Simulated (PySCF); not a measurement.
# From one method to the next for SF

Starting from one script, swap the method and compare what comes out for SF.

Program: PySCF 2.14.0. Level of theory: method and basis as typed in the scripts. These are calculated values, not measurements.

5 further runs of the same task are left out: 5 that didn't finish.

## Step 1: The starting structure

SF: 2 atoms, charge 0, spin multiplicity 2.

Bond lengths: S1–F2 1.600 Å.

## Step 2: The run that the others are compared with

input.py

```python
from pyscf import gto, scf, mcscf, mrpt

mol = gto.M(
    atom='S 0 0 0; F 0 0 1.6',
    basis='sbkjc',
    ecp={'S': 'sbkjc', 'F': 'sbkjc'},
    charge=0,
    spin=1,
    verbose=4,
)
mf = scf.ROHF(mol)
mf.kernel()
mc = mcscf.CASSCF(mf, 8, 7)
mc.kernel()
mc.analyze()
mrpt.NEVPT(mc).kernel()
mf.dip_moment()
print('orbital energies (hartree):', mf.mo_energy[..., max(0, mol.nelec[1]-3):mol.nelec[0]+3].round(4))
```

Run with:

```sh
$ OMP_NUM_THREADS=1 python input.py
```

## Step 3: Polarisability (UHF)

Run 1 changes step after the SCF: nevpt2 → polarizability; SCF type: ROHF → UHF.

input.py

```python
from pyscf import gto, scf
from pyscf.prop.polarizability import uhf as pol

mol = gto.M(
    atom='S 0 0 0; F 0 0 1.6',
    basis='sbkjc',
    ecp={'S': 'sbkjc', 'F': 'sbkjc'},
    charge=0,
    spin=1,
    verbose=4,
)
mf = scf.UHF(mol)
mf.kernel()
print('polarizability (a.u.)')
print(pol.Polarizability(mf).polarizability().round(4))
mf.dip_moment()
print('orbital energies (hartree):', [e[max(0, n-3):n+3].round(4) for e, n in zip(mf.mo_energy, mol.nelec)])
```

## Step 4: Population analysis

Run 2 changes step after the SCF: nevpt2 → analyze.

Changes to input.py since step 2:

```diff
@@ -1,2 +1,2 @@
-from pyscf import gto, scf, mcscf, mrpt
+from pyscf import gto, scf
 
@@ -12,6 +12,3 @@
 mf.kernel()
-mc = mcscf.CASSCF(mf, 8, 7)
-mc.kernel()
-mc.analyze()
-mrpt.NEVPT(mc).kernel()
+mf.mulliken_pop()
 mf.dip_moment()
```

## Step 5: Active space 9 electrons in 8 orbitals

Run 3 changes active space: 7 electrons in 8 orbitals → 9 electrons in 8 orbitals.

Changes to input.py since step 2:

```diff
@@ -12,3 +12,3 @@
 mf.kernel()
-mc = mcscf.CASSCF(mf, 8, 7)
+mc = mcscf.CASSCF(mf, 8, 9)
 mc.kernel()
```

## Step 6: CCSD

Run 4 changes step after the SCF: nevpt2 → ccsd.

Changes to input.py since step 2:

```diff
@@ -1,2 +1,2 @@
-from pyscf import gto, scf, mcscf, mrpt
+from pyscf import gto, scf, cc
 
@@ -12,6 +12,4 @@
 mf.kernel()
-mc = mcscf.CASSCF(mf, 8, 7)
-mc.kernel()
-mc.analyze()
-mrpt.NEVPT(mc).kernel()
+mycc = cc.CCSD(mf)
+mycc.kernel()
 mf.dip_moment()
```

Before running it: what results should come out? Wanted: for each run, E(SCF); from base; gap, α spin; SCF dipole; after the SCF.

As calculated:

```csv
run,E(SCF) (hartree),from base (eV),cycles,"gap, α spin (eV)",SCF dipole (D),after the SCF
base,-33.681772,0,10,n/a,1.86,"NEVPT2 correlation -3.582 eV (from the SCF energy, the CASSCF gain included)"
polarisability (UHF),-33.682804,-0.0281,12,13.80,1.84,n/a
population analysis,-33.681772,0.0000,10,n/a,1.86,n/a
active space 9 electrons in 8 orbitals,-33.681772,0.0000,10,n/a,1.86,"NEVPT2 correlation -3.549 eV (from the SCF energy, the CASSCF gain included)"
CCSD,-33.681772,0.0000,10,n/a,1.86,CCSD correlation -3.739 eV
```

Total energies from different bases, Hamiltonians or methods carry different errors, so properties are taken as differences within one set-up.
